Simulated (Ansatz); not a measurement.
in.yaml

```yaml
crystal:
  periodic: [false, false, false]
  atoms:
    - {symbol: Mo, position_ang: [0.000000, 0.000000, 0.000000]}
    - {symbol: O, position_ang: [0.000000, 0.000000, 1.989800]}
basis:
  gaussian: {orbitals: def2-SVP}
total_charge: 1
magnetization: {spin_polarized: false, initial_magnetization: 5}
hamiltonian: {xc: {name: B3LYP}}
correlation: {method: ccsd, electrons: all}
```

```sh
$ ansatz run in.yaml --threads 1 --pin off --events-out ev --progress --plain --max-ram 2393MiB
```

Output:

```
453 factors; integrals over basis functions are off by at most 1.2e-3 eV
mean field evaluation 1: about -3879.1950 eV, gradient 6.3e1 eV
mean field evaluation 2: about -3879.2539 eV, gradient 6.3e1 eV
mean field evaluation 4: about -3880.7450 eV, gradient 4.0e1 eV
mean field evaluation 8: about -3888.8318 eV, gradient 1.3e0 eV
mean field evaluation 16: about -3888.8547 eV, gradient 1.4e-3 eV
mean field evaluation 32: about -3888.8547 eV, gradient 1.0e-3 eV
mean field evaluation 64: about -3888.8538 eV, gradient 6.3e-2 eV
mean field evaluation 96: about -3888.1984 eV, gradient 4.6e0 eV
mean field evaluation 128: about -3826.7578 eV, gradient 8.7e1 eV
mean field -3888.85472686 eV, -142.9127752516 hartree, gradient 1.6e-8 eV, S^2 8.750000; 8 other end points of the search recorded, 0 dependent functions left out
mean field evaluation 160: about -3863.4374 eV, gradient 9.5e-1 eV
...
reference -3863.73121365 eV, -141.9895031706 hartree; 13, 8 occupied and 32, 37 virtual orbitals, 453 factors
second order -10.15204185 eV of doubles, -0.65942009 eV of singles
...
cycle  16  -10.45854192 eV  change   -4.2e-5 eV  update   3.1e-4
cycle  17  -10.45858170 eV  change   -4.0e-5 eV  update   2.7e-4
cycle  18  -10.45869607 eV  change   -1.1e-4 eV  update   1.9e-4
cycle  19  -10.45883651 eV  change   -1.4e-4 eV  update   1.4e-4
cycle  20  -10.45893373 eV  change   -9.7e-5 eV  update   9.5e-5
cycle  21  -10.45900226 eV  change   -6.9e-5 eV  update   6.9e-5
cycle  22  -10.45899723 eV  change    5.0e-6 eV  update   4.5e-5
cycle  23  -10.45904493 eV  change   -4.8e-5 eV  update   2.9e-5
cycle  24  -10.45901708 eV  change    2.8e-5 eV  update   2.2e-5
cycle  25  -10.45903079 eV  change   -1.4e-5 eV  update   1.5e-5
Total energy: -3874.19024444 eV, -142.3738654628 hartree
```

Ran on 1 thread of Arm Neoverse V1, shared host: 23 s wall, 0.15 GiB peak host memory.
